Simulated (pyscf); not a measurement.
PH₃ + germane (GeH₄) -> H₂P–GeH₃ + hydrogen (H₂), a four-centre exchange (singlet surface; H–P, Ge–H broken, Ge–P, H–H formed). Optimised with ωB97X-D3(BJ)/def2-SVP in PySCF. Energies in kJ/mol from the separated reactants.

Small-basis levels: PySCF, no dispersion term, spherical d functions. AM1 to PM7: differences of heats of formation from MOPAC, which are fitted to 298 K values and so differ in kind from electronic energies by zero-point and thermal terms. Cost: rough CPU time at the saddle relative to B3LYP/6-31G*+LANL2DZ, from one job on a shared machine.

| level | barrier | reaction energy | cost |
|---|---|---|---|
| HF/STO-3G | 502.5 | +10.1 | 0.08 |
| HF/3-21G | 352.2 | -0.7 | 0.1 |
| HF/6-31G*+LANL2DZ | 383.8 | +23.0 | 0.1 |
| MP2/6-31G*+LANL2DZ | 311.8 | -5.9 | 0.1 |
| BP86/6-31G*+LANL2DZ | 238.8 | -0.6 | 1 |
| PBE/6-31G*+LANL2DZ | 229.5 | -3.9 | 1 |
| B3LYP/3-21G | 252.4 | -14.1 | 1 |
| B3LYP/LANL2DZ | 276.5 | +8.8 | 0.8 |
| B3LYP/6-31G*+LANL2DZ | 277.2 | +7.8 | 1 |
| PM3 | 128.8 | -95.5 | under 0.02 |
| PM6 | 174.0 | -346.5 | under 0.02 |
| PM7 | 151.0 | -355.8 | under 0.02 |
| ωB97M-D3(BJ)/def2-TZVP | 267.0 | +2.7 | – |

Against the last row the barrier runs from -138.2 (PM3) to +235.5 kJ/mol (HF/STO-3G). ωB97M-D3(BJ)/def2-TZVP has limits of its own. One saddle was located; it need not be the lowest between these sides. In the def2 sets elements up to Kr have no core potential.
